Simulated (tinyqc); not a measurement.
Worked calculation (part 1 of 2): LCCD on RHF in the sto-3g basis, frozen core, for H2O, spin multiplicity 1. Computed by tinyqc, a small Python program that keeps every step (integrals from PySCF). Settings: charge = 0, multiplicity = 1, basis = sto-3g, method = RHF, frozen orbitals = 1, energy threshold = 1e-10, iteration cap = 89, orthogonalisation = canonical, start = atomic densities, DIIS depth = 6, amplitude equations = LCCD, DIIS depth for amplitudes = 0, cap on updates = 57. Command: `OMP_NUM_THREADS=1 python tinyqc.py 21873 21874 out.jsonl` (the two numbers bound the seeds that draw the settings). One thread of a shared host (Intel(R) Xeon(R) Processor @ 2.60GHz), about 0.2 s of CPU time with the checks. The early iterations of the SCF are left out here.

## One-electron integrals

Geometry (angstrom):

| atom | x | y | z |
|---|---|---|---|
| O | 0.000000 | 0.000000 | 0.000000 |
| H | 0.000000 | 0.735000 | 0.682000 |
| H | 0.000000 | -0.785000 | 0.728000 |

Basis sto-3g: exponents (1/bohr^2) and contraction coefficients of normalised primitives:

| element | l (shell) | exponent | coefficient |
|---|---|---|---|
| O | s (1) | 130.709320 | 0.154329 |
| O | s (1) | 23.808861 | 0.535328 |
| O | s (1) | 6.443608 | 0.444635 |
| O | s (2) | 5.033151 | -0.099967 |
| O | s (2) | 1.169596 | 0.399513 |
| O | s (2) | 0.380389 | 0.700115 |
| O | p (3) | 5.033151 | 0.155916 |
| O | p (3) | 1.169596 | 0.607684 |
| O | p (3) | 0.380389 | 0.391957 |
| H | s (1) | 3.425251 | 0.154329 |
| H | s (1) | 0.623914 | 0.535328 |
| H | s (1) | 0.168855 | 0.444635 |

Overlap, kinetic and nuclear-attraction integrals over the contracted functions; the nuclear repulsion is the sum of Za Zb / Rab.

nuclear repulsion = 8.52432951 hartree

overlap S, lower triangle:
```
           1O 1s     1O 2s    1O 2px     1O 2py    1O 2pz     2H 1s     3H 1s
1O 1s   1.000000
1O 2s   0.236704  1.000000
1O 2px  0.000000  0.000000  1.000000
1O 2py  0.000000  0.000000  0.000000   1.000000
1O 2pz  0.000000  0.000000  0.000000   0.000000  1.000000
2H 1s   0.048442  0.445450  0.000000   0.276526  0.256586  1.000000
3H 1s   0.041192  0.403515  0.000000  -0.257998  0.239264  0.249268  1.000000
```

kinetic energy T (hartree), lower triangle:
```
            1O 1s     1O 2s    1O 2px     1O 2py    1O 2pz     2H 1s     3H 1s
1O 1s   29.003200
1O 2s   -0.168011  0.808128
1O 2px   0.000000  0.000000  2.528731
1O 2py   0.000000  0.000000  0.000000   2.528731
1O 2pz   0.000000  0.000000  0.000000   0.000000  2.528731
2H 1s   -0.005257  0.107865  0.000000   0.183609  0.170369  0.760032
3H 1s   -0.007810  0.080833  0.000000  -0.150079  0.139182  0.007940  0.760032
```

nuclear attraction V (hartree), lower triangle:
```
             1O 1s       1O 2s     1O 2px      1O 2py      1O 2pz      2H 1s      3H 1s
1O 1s   -61.640498
1O 2s    -7.425001  -10.065604
1O 2px    0.000000    0.000000  -9.922777
1O 2py   -0.001272   -0.013302   0.000000  -10.034895
1O 2pz   -0.018061   -0.217442   0.000000   -0.008130  -10.019260
2H 1s    -1.561347   -3.564446   0.000000   -1.961115   -1.891652  -5.667049
3H 1s    -1.324670   -3.162692   0.000000    1.776588   -1.717464  -1.497777  -5.435467
```

core Hamiltonian H = T + V (hartree), lower triangle:
```
             1O 1s      1O 2s     1O 2px     1O 2py     1O 2pz      2H 1s      3H 1s
1O 1s   -32.637298
1O 2s    -7.593012  -9.257476
1O 2px    0.000000   0.000000  -7.394046
1O 2py   -0.001272  -0.013302   0.000000  -7.506163
1O 2pz   -0.018061  -0.217442   0.000000  -0.008130  -7.490529
2H 1s    -1.566604  -3.456581   0.000000  -1.777506  -1.721283  -4.907017
3H 1s    -1.332480  -3.081859   0.000000   1.626508  -1.578282  -1.489837  -4.675436
```

## Two-electron integrals

Functions are numbered as in S; the eight-fold symmetry (ij|kl) = (ji|kl) = (kl|ij) leaves the list below.

Two-electron integrals (ij|kl) in chemists' order, unique and non-zero (hartree):
```
(11|11) 4.785065    (21|11) 0.741380    (21|21) 0.136873    (22|11) 1.118947
(22|21) 0.256633    (22|22) 0.817206    (31|31) 0.024477    (32|31) 0.037809
(32|32) 0.180518    (33|11) 1.115814    (33|21) 0.256684    (33|22) 0.817023
(33|33) 0.880159    (41|41) 0.024477    (42|41) 0.037809    (42|42) 0.180518
(43|43) 0.047444    (44|11) 1.115814    (44|21) 0.256684    (44|22) 0.817023
(44|33) 0.785270    (44|44) 0.880159    (51|51) 0.024477    (52|51) 0.037809
(52|52) 0.180518    (53|53) 0.047444    (54|54) 0.047444    (55|11) 1.115814
(55|21) 0.256684    (55|22) 0.817023    (55|33) 0.785270    (55|44) 0.785270
(55|55) 0.880159    (61|11) 0.153974    (61|21) 0.028185    (61|22) 0.052502
(61|33) 0.052401    (61|41) 0.000954    (61|42) 0.001784    (61|44) 0.052568
(61|51) 0.000885    (61|52) 0.001655    (61|54) 0.000155    (61|55) 0.052545
(61|61) 0.005880    (62|11) 0.372932    (62|21) 0.086598    (62|22) 0.305120
(62|33) 0.299950    (62|41) 0.004764    (62|42) 0.036325    (62|44) 0.308128
(62|51) 0.004420    (62|52) 0.033706    (62|54) 0.007589    (62|55) 0.306992
(62|61) 0.018177    (62|62) 0.140805    (63|31) 0.009081    (63|32) 0.052792
(63|43) 0.007556    (63|53) 0.007011    (63|63) 0.020114    (64|11) 0.196355
(64|21) 0.046187    (64|22) 0.173775    (64|33) 0.165882    (64|41) 0.011309
(64|42) 0.072393    (64|44) 0.185493    (64|51) 0.002067    (64|52) 0.018188
(64|54) 0.011186    (64|55) 0.169756    (64|61) 0.010125    (64|62) 0.097407
(64|64) 0.086727    (65|11) 0.182196    (65|21) 0.042856    (65|22) 0.161244
(65|33) 0.153920    (65|41) 0.002067    (65|42) 0.018188    (65|44) 0.158095
(65|51) 0.010999    (65|52) 0.069668    (65|54) 0.011430    (65|55) 0.171537
(65|61) 0.009395    (65|62) 0.090383    (65|64) 0.061809    (65|65) 0.077466
(66|11) 0.511116    (66|21) 0.120616    (66|22) 0.487191    (66|33) 0.467466
(66|41) 0.008631    (66|42) 0.090586    (66|44) 0.498939    (66|51) 0.008009
(66|52) 0.084054    (66|54) 0.029203    (66|55) 0.494563    (66|61) 0.025547
(66|62) 0.282409    (66|64) 0.223052    (66|65) 0.206968    (66|66) 0.774606
(71|11) 0.130702    (71|21) 0.023938    (71|22) 0.044634    (71|33) 0.044547
(71|41) -0.000809   (71|42) -0.001519   (71|44) 0.044691    (71|51) 0.000750
(71|52) 0.001409    (71|54) -0.000134   (71|55) 0.044671    (71|61) 0.004926
(71|62) 0.015030    (71|64) 0.007641    (71|65) 0.007774    (71|66) 0.020919
(71|71) 0.004241    (72|11) 0.330458    (72|21) 0.076796    (72|22) 0.272265
(72|33) 0.267540    (72|41) -0.004236   (72|42) -0.032887   (72|44) 0.275018
(72|51) 0.003928    (72|52) 0.030499    (72|54) -0.006935   (72|55) 0.273972
(72|61) 0.015677    (72|62) 0.104612    (72|64) 0.049426    (72|65) 0.065706
(72|66) 0.175772    (72|71) 0.013708    (72|72) 0.114020    (73|31) 0.007882
(73|32) 0.046442    (73|43) -0.006763   (73|53) 0.006272    (73|63) 0.014350
(73|73) 0.015916    (74|11) -0.178399   (74|21) -0.041981   (74|22) -0.158898
(74|33) -0.151753   (74|41) 0.009905    (74|42) 0.064527    (74|44) -0.169434
(74|51) -0.001876   (74|52) -0.016772   (74|54) 0.010125    (74|55) -0.155327
(74|61) -0.008186   (74|62) -0.051213   (74|64) -0.010257   (74|65) -0.031414
(74|66) -0.075962   (74|71) -0.007811   (74|72) -0.080849   (74|74) 0.072578
(75|11) 0.165445    (75|21) 0.038932    (75|22) 0.147361    (75|33) 0.140734
(75|41) -0.001876   (75|42) -0.016772   (75|44) 0.144588    (75|51) 0.009622
(75|52) 0.061996    (75|54) -0.010337   (75|55) 0.156592    (75|61) 0.008291
(75|62) 0.066784    (75|64) 0.030884    (75|65) 0.055668    (75|66) 0.123241
(75|71) 0.007244    (75|72) 0.074978    (75|74) -0.052548   (75|75) 0.064648
(76|11) 0.146610    (76|21) 0.034414    (76|22) 0.133156    (76|33) 0.129721
(76|41) -0.000039   (76|42) -0.000478   (76|44) 0.131947    (76|51) 0.002678
(76|52) 0.025002    (76|54) -0.000143   (76|55) 0.137652    (76|61) 0.007168
(76|62) 0.062498    (76|64) 0.036969    (76|65) 0.045185    (76|66) 0.132870
(76|71) 0.006099    (76|72) 0.056937    (76|74) -0.035051   (76|75) 0.041994
(76|76) 0.035106    (77|11) 0.482338    (77|21) 0.113906    (77|22) 0.464203
(77|33) 0.445729    (77|41) -0.007863   (77|42) -0.085067   (77|44) 0.475212
(77|51) 0.007292    (77|52) 0.078890    (77|54) -0.027341   (77|55) 0.471086
(77|61) 0.023237    (77|62) 0.187723    (77|64) 0.078420    (77|65) 0.129248
(77|66) 0.341561    (77|71) 0.020493    (77|72) 0.248987    (77|74) -0.201469
(77|75) 0.186840    (77|76) 0.132870    (77|77) 0.774606
```

## Orthogonalisation

S = U s U^T; canonical form X = U s^(-1/2), so that X^T S X = 1. Each column of U has its largest component positive (the first on a tie).

eigenvalues of S: 0.387915  0.483484  0.878314  1.000000  1.107533  1.272723  1.870031

X:
```
                1          2          3         4          5          6         7
1O 1s   -0.309717   0.094891   0.742852  0.000000   0.623373  -0.004484  0.152256
1O 2s    1.060637  -0.243712  -0.320955  0.000000   0.333011  -0.008930  0.414633
1O 2px   0.000000   0.000000   0.000000  1.000000   0.000000   0.000000  0.000000
1O 2py   0.230983   0.816981  -0.003168  0.000000  -0.012049   0.717884  0.016689
1O 2pz   0.546697  -0.127984   0.656885  0.000000  -0.607089  -0.012592  0.217864
2H 1s   -0.907818  -0.633951  -0.155110  0.000000  -0.129589   0.347216  0.395714
3H 1s   -0.425018   0.956132  -0.167743  0.000000  -0.133873  -0.386706  0.367852
```

## Iteration 8 (converged): orbitals

converged F (hartree), lower triangle:
```
             1O 1s      1O 2s     1O 2px     1O 2py     1O 2pz      2H 1s      3H 1s
1O 1s   -20.255401
1O 2s    -5.164943  -2.431454
1O 2px    0.000000   0.000000  -0.394449
1O 2py   -0.001311  -0.014511   0.000000  -0.265268
1O 2pz   -0.027459  -0.104709   0.000000  -0.017166  -0.312563
2H 1s    -1.074634  -0.950325   0.000000  -0.364740  -0.386227  -0.530159
3H 1s    -0.915181  -0.848910   0.000000   0.343874  -0.365770  -0.350507  -0.454430
```

Diagonalise F' = X^T F X, C = X C', fill 5 alpha and 5 beta electrons from the bottom; D = 2 C_occ C_occ^T. Each column has its largest component positive (the first on a tie).

F' = X^T F X (hartree), lower triangle:
```
          1          2          3          4           5          6          7
1  0.083617
2  0.210093   0.536713
3  1.774726  -0.660186  -8.677350
4  0.000000   0.000000   0.000000  -0.394449
5  1.332361  -0.554244  -8.911395   0.000000  -10.002762
6  0.026473   0.123922   0.069619   0.000000    0.085178  -0.547779
7  0.236341  -0.140161  -3.613661   0.000000   -4.080925   0.025506  -2.750868
```

orbital energies (hartree): MO1 -20.263867, MO2 -1.242791, MO3 -0.561485, MO4 -0.465887, MO5 -0.394449, MO6 0.535670, MO7 0.639928

coefficients C:
```
              MO1        MO2        MO3        MO4       MO5        MO6        MO7
1O 1s    0.994330  -0.235427   0.014605   0.102868  0.000000   0.108617   0.042930
1O 2s    0.024960   0.859893  -0.077816  -0.527604  0.000000  -0.679403  -0.290185
1O 2px   0.000000   0.000000   0.000000   0.000000  1.000000   0.000000   0.000000
1O 2py   0.000372   0.014626   0.622226  -0.049853  0.000000   0.294461  -0.871798
1O 2pz   0.003868   0.112074   0.061996   0.726606  0.000000  -0.738806  -0.269678
2H 1s   -0.005456   0.162521   0.467080   0.276094  0.000000   0.449011   1.010734
3H 1s   -0.004683   0.138627  -0.434736   0.358047  0.000000   0.920457  -0.492009
```

D after iteration 8, lower triangle:
```
            1O 1s      1O 2s    1O 2px     1O 2py    1O 2pz      2H 1s     3H 1s
1O 1s    2.109827
1O 2s   -0.466065   2.048920
1O 2px   0.000000   0.000000  2.000000
1O 2py   0.001772  -0.019061  0.000000   0.779729
1O 2pz   0.106221  -0.583433  0.000000   0.007985  1.088750
2H 1s   -0.016928  -0.084801  0.000000   0.558481  0.495523   0.641669
3H 1s   -0.013621  -0.071980  0.000000  -0.572655  0.497451  -0.163293  0.672864
```

## Convergence

Stop when the energy changes by less than 1e-10 hartree and every element of the error matrix X^T (F D S - S D F) X is below 3e-06.

Course of the cycle:

| iteration | E (hartree) | change | largest element of the error matrix |
|---|---|---|---|
| 1 | -75.32062142 | - | 1.28e+00 |
| 2 | -74.91382395 | 4.07e-01 | 2.71e-01 |
| 3 | -74.95740115 | -4.36e-02 | 4.00e-02 |
| 4 | -74.95825892 | -8.58e-04 | 6.45e-03 |
| 5 | -74.95828994 | -3.10e-05 | 4.33e-04 |
| 6 | -74.95829038 | -4.37e-07 | 7.05e-05 |
| 7 | -74.95829039 | -1.33e-08 | 2.74e-06 |
| 8 | -74.95829039 | -6.93e-12 | 1.19e-07 |

PySCF RHF in the same basis = -74.95829039 hartree

Converged in 8 iterations.

## Integrals over molecular orbitals

(pq|rs) = sum C_ip C_jq C_kr C_ls (ij|kl), one index at a time.

one-electron integrals over orbitals h = C^T H C (hartree), lower triangle:
```
            1          2          3          4          5          6          7
1  -32.620342
2    0.560477  -7.610976
3   -0.033972   0.042137  -6.216553
4   -0.233568   0.502546  -0.110473  -6.712225
5    0.000000   0.000000   0.000000   0.000000  -7.394046
6   -0.247905   1.200010  -0.520906   1.228611   0.000000  -5.421097
7   -0.097797   0.483026   1.618060   0.246097   0.000000   0.026024  -5.491909
```

Two-electron integrals over orbitals (pq|rs), unique and non-zero (hartree); the lowest 1 orbital is frozen and left out:
```
(22|22) 0.726692    (32|22) 0.007227    (32|32) 0.136605    (33|22) 0.635648
(33|32) -0.001786   (33|33) 0.618556    (42|22) -0.010991   (42|32) 0.002016
(42|33) 0.002784    (42|42) 0.126403    (43|22) 0.009102    (43|32) 0.020818
(43|33) 0.007543    (43|42) -0.013444   (43|43) 0.053744    (44|22) 0.659808
(44|32) -0.013022   (44|33) 0.583036    (44|42) -0.095263   (44|43) 0.010330
(44|44) 0.723293    (52|52) 0.146693    (53|52) -0.006771   (53|53) 0.028579
(54|52) -0.047718   (54|53) 0.003816    (54|54) 0.052262    (55|22) 0.749682
(55|32) -0.007586   (55|33) 0.621487    (55|42) -0.079129   (55|43) 0.014827
(55|44) 0.699964    (55|55) 0.880159    (62|22) -0.128866   (62|32) 0.016653
(62|33) -0.073114   (62|42) -0.026563   (62|43) -0.010570   (62|44) -0.060842
(62|55) -0.138177   (62|62) 0.094554    (63|22) 0.047982    (63|32) 0.024747
(63|33) 0.032854    (63|42) -0.024070   (63|43) 0.031794    (63|44) 0.034406
(63|55) 0.060051    (63|62) -0.029378   (63|63) 0.072025    (64|22) -0.111914
(64|32) -0.022283   (64|33) -0.049792   (64|42) 0.053408    (64|43) -0.015632
(64|44) -0.126452   (64|55) -0.137657   (64|62) 0.051002    (64|63) -0.046369
(64|64) 0.097810    (65|52) -0.049585   (65|53) 0.008964    (65|54) -0.003381
(65|65) 0.034763    (66|22) 0.608686    (66|32) -0.049618   (66|33) 0.565900
(66|42) 0.045602    (66|43) -0.033477   (66|44) 0.562768    (66|55) 0.592704
(66|62) -0.089497   (66|63) -0.017170   (66|64) -0.033561   (66|66) 0.631524
(72|22) -0.051968   (72|32) -0.042078   (72|33) -0.020055   (72|42) -0.000507
(72|43) 0.032856    (72|44) -0.032910   (72|55) -0.055727   (72|62) 0.013063
(72|63) 0.022418    (72|64) 0.023661    (72|66) -0.039017   (72|72) 0.069511
(73|22) -0.136886   (73|32) 0.024567    (73|33) -0.085025   (73|42) 0.078565
(73|43) -0.000118   (73|44) -0.137366   (73|55) -0.184079   (73|62) 0.059766
(73|63) -0.023753   (73|64) 0.082561    (73|66) -0.057468   (73|72) 0.035123
(73|73) 0.152457    (74|22) -0.018053   (74|32) 0.073299    (74|33) -0.011531
(74|42) 0.003934    (74|43) 0.004010    (74|44) -0.030088   (74|55) -0.026746
(74|62) 0.019028    (74|63) 0.034576    (74|64) -0.005748   (74|66) -0.045672
(74|72) -0.008791   (74|73) 0.035985    (74|74) 0.067684    (75|52) -0.019718
(75|53) -0.021703   (75|54) 0.001727    (75|65) 0.004171    (75|75) 0.025417
(76|22) 0.007389    (76|32) 0.069666    (76|33) -0.005097   (76|42) 0.015312
(76|43) 0.042580    (76|44) -0.015867   (76|55) -0.002208   (76|62) -0.012658
(76|63) 0.038274    (76|64) -0.021972   (76|66) -0.042185   (76|72) 0.005339
(76|73) 0.028882    (76|74) 0.041323    (76|76) 0.074824    (77|22) 0.616879
(77|32) 0.057277    (77|33) 0.596188    (77|42) -0.008663   (77|43) 0.035563
(77|44) 0.576421    (77|55) 0.608865    (77|62) -0.062578   (77|63) 0.058960
(77|64) -0.060708   (77|66) 0.527464    (77|72) -0.019272   (77|73) -0.061040
(77|74) 0.028314    (77|76) 0.045325    (77|77) 0.639087
```

## LCCD: starting amplitudes

t_ij^ab = <ij||ab> / (e_i + e_j - e_a - e_b), whose energy is MP2.

Starting amplitudes (spin orbitals 1a, 1b, ...; amplitudes related by a flip of all spins are not repeated; the 24 largest):

| from | to | t |
|---|---|---|
| 3a 3b | 7a 7b | -0.063449 |
| 4a 4b | 6a 6b | -0.048829 |
| 3a 4b | 6b 7a | 0.037477 |
| 3a 3b | 6a 6b | -0.032824 |
| 4a 4b | 7a 7b | -0.030603 |
| 2a 2b | 6a 6b | -0.026583 |
| 3a 4b | 6a 6b | 0.022094 |
| 3a 4a | 6a 7a | 0.021782 |
| 2a 3b | 6a 7b | -0.020056 |
| 5a 5b | 6a 6b | -0.018687 |
| 2a 2b | 7a 7b | -0.018460 |
| 2a 4b | 6a 6b | -0.018346 |
| 3a 4b | 6a 7b | -0.015695 |
| 3a 4b | 7a 7b | -0.015597 |
| 2a 3a | 6a 7a | -0.012533 |
| 5a 5b | 7a 7b | -0.012286 |
| 2a 3b | 7a 7b | -0.011388 |
| 3a 3b | 6a 7b | 0.010334 |
| 2a 3b | 6a 6b | 0.010216 |
| 2a 4b | 6b 7a | 0.008203 |
| 2a 3b | 6b 7a | 0.007523 |
| 2a 4b | 6a 7b | -0.006597 |
| 2a 2b | 6a 7b | -0.003568 |
| 2a 4b | 7a 7b | 0.002942 |

correlation energy = -0.04446028 hartree

## LCCD: amplitude update 1

t_ij^ab D_ij^ab are set to the remaining terms of the spin-orbital equations, evaluated with the old amplitudes; for the doubles these are <ij||ab> + 1/2 <ab||ef> t_ij^ef + 1/2 <mn||ij> t_mn^ab + P(ij)P(ab) <mb||ej> t_im^ae, D the orbital-energy denominators (linear CCD).

Amplitudes after update 1 (spin orbitals 1a, 1b, ...; amplitudes related by a flip of all spins are not repeated; the 24 largest):

| from | to | t |
|---|---|---|
| 3a 3b | 7a 7b | -0.081500 |
| 4a 4b | 6a 6b | -0.062071 |
| 3a 4b | 6b 7a | 0.047572 |
| 3a 3b | 6a 6b | -0.045008 |
| 4a 4b | 7a 7b | -0.040034 |
| 3a 4b | 6a 6b | 0.031196 |
| 2a 2b | 6a 6b | -0.030204 |
| 2a 4b | 6a 6b | -0.026321 |
| 3a 4b | 6a 7b | -0.025046 |
| 2a 3b | 6a 7b | -0.024732 |
| 5a 5b | 6a 6b | -0.023187 |
| 3a 4a | 6a 7a | 0.022526 |
| 3a 4b | 7a 7b | -0.021371 |
| 2a 2b | 7a 7b | -0.020255 |
| 2a 3b | 7a 7b | -0.015532 |
| 2a 3b | 6a 6b | 0.013766 |
| 5a 5b | 7a 7b | -0.013562 |
| 2a 3b | 6b 7a | 0.012709 |
| 3a 3b | 6a 7b | 0.012360 |
| 2a 3a | 6a 7a | -0.012024 |
| 2a 4b | 6b 7a | 0.009998 |
| 2a 4b | 6a 7b | -0.008567 |
| 4a 4b | 6a 7b | 0.005159 |
| 2a 2b | 6a 7b | -0.004632 |

correlation energy = -0.05668456 hartree

## LCCD: amplitude update 2

As before.

Amplitudes after update 2 (spin orbitals 1a, 1b, ...; amplitudes related by a flip of all spins are not repeated; the 24 largest):

| from | to | t |
|---|---|---|
| 3a 3b | 7a 7b | -0.087719 |
| 4a 4b | 6a 6b | -0.066903 |
| 3a 4b | 6b 7a | 0.050739 |
| 3a 3b | 6a 6b | -0.049805 |
| 4a 4b | 7a 7b | -0.043410 |
| 3a 4b | 6a 6b | 0.035120 |
| 2a 2b | 6a 6b | -0.030621 |
| 3a 4b | 6a 7b | -0.029855 |
| 2a 4b | 6a 6b | -0.029579 |
| 2a 3b | 6a 7b | -0.025827 |
| 5a 5b | 6a 6b | -0.024666 |
| 3a 4b | 7a 7b | -0.023716 |
| 3a 4a | 6a 7a | 0.020884 |
| 2a 2b | 7a 7b | -0.020058 |
| 2a 3b | 7a 7b | -0.017057 |
| 2a 3b | 6b 7a | 0.015176 |
| 2a 3b | 6a 6b | 0.015064 |
| 5a 5b | 7a 7b | -0.013329 |
| 3a 3b | 6a 7b | 0.012895 |
| 2a 3a | 6a 7a | -0.010650 |
| 2a 4b | 6b 7a | 0.010412 |
| 2a 4b | 6a 7b | -0.009236 |
| 4a 4b | 6a 7b | 0.006308 |
| 2a 2b | 6a 7b | -0.005068 |

correlation energy = -0.06071608 hartree

## LCCD: amplitude update 3

As before.

Amplitudes after update 3 (spin orbitals 1a, 1b, ...; amplitudes related by a flip of all spins are not repeated; the 24 largest):

| from | to | t |
|---|---|---|
| 3a 3b | 7a 7b | -0.090187 |
| 4a 4b | 6a 6b | -0.069026 |
| 3a 4b | 6b 7a | 0.051858 |
| 3a 3b | 6a 6b | -0.051676 |
| 4a 4b | 7a 7b | -0.044674 |
| 3a 4b | 6a 6b | 0.036847 |
| 3a 4b | 6a 7b | -0.032201 |
| 2a 4b | 6a 6b | -0.030960 |
| 2a 2b | 6a 6b | -0.030626 |
| 2a 3b | 6a 7b | -0.026091 |
| 5a 5b | 6a 6b | -0.025259 |
| 3a 4b | 7a 7b | -0.024705 |
| 2a 2b | 7a 7b | -0.019810 |
| 3a 4a | 6a 7a | 0.019657 |
| 2a 3b | 7a 7b | -0.017648 |
| 2a 3b | 6b 7a | 0.016266 |
| 2a 3b | 6a 6b | 0.015570 |
| 3a 3b | 6a 7b | 0.013143 |
| 5a 5b | 7a 7b | -0.013034 |
| 2a 4b | 6b 7a | 0.010531 |
| 2a 3a | 6a 7a | -0.009826 |
| 2a 4b | 6a 7b | -0.009507 |
| 4a 4b | 6a 7b | 0.006759 |
| 2a 2b | 6a 7b | -0.005267 |

correlation energy = -0.06223994 hartree
